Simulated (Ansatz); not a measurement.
# C2H4Al: the cost of one run

Method: RKS revPBE-D4/6-31G*, in Ansatz 0.2.0.

**1. The structure to begin with**

Bond lengths: C1–C2 1.263 Å, C2–Al3 2.087 Å, C1–H4 1.095 Å, C1–H5 1.095 Å, Al3–H6 1.556 Å, Al3–H7 1.556 Å. Angles: C1–C2–Al3 179.7°, C2–C1–H4 126.2°, C2–C1–H5 125.8°, H4–C1–H5 108.0°, C2–Al3–H6 122.3°, C2–Al3–H7 122.2°, H6–Al3–H7 115.5°.

Coordinates:

```xyz
7

C    -1.1239    0.2694   -1.2051
C    -0.2764    0.0619   -0.2919
Al    1.1298   -0.2715    1.2143
H    -2.1772    0.5314   -1.0615
H    -0.9316    0.2160   -2.2820
H     0.7680   -0.1765    2.7251
H     2.6113   -0.6307    0.9012
```

**2. Preparing the start**

Input file input.yaml:

```yaml
crystal:
  periodic: [false, false, false]
  atoms:
    - { symbol: C, position_ang: [-1.1239, 0.26936, -1.20513] }
    - { symbol: C, position_ang: [-0.27637, 0.06191, -0.2919] }
    - { symbol: Al, position_ang: [1.12976, -0.27148, 1.21425] }
    - { symbol: H, position_ang: [-2.17715, 0.5314, -1.06155] }
    - { symbol: H, position_ang: [-0.93163, 0.21602, -2.28204] }
    - { symbol: H, position_ang: [0.76797, -0.17649, 2.72513] }
    - { symbol: H, position_ang: [2.61133, -0.63072, 0.90124] }
total_charge: 1
basis:
  gaussian: { orbitals: "6-31G*" }
hamiltonian:
  xc: revpbe
  dispersion: d4
relax:
  f_tol: 0.02
  max_steps: 40
scf:
  lower_state_search: "off"
```

Run with:

```bash
ansatz run input.yaml --threads 1 --pin off --max-ram 2048MiB --backend cpu --events-out ev --progress --plain --runs-dir out
```

Q: Estimate wall time and peak memory on 1 thread of Arm Neoverse V2, shared host.

About 5.4 s, with a peak of 0.095 GiB.
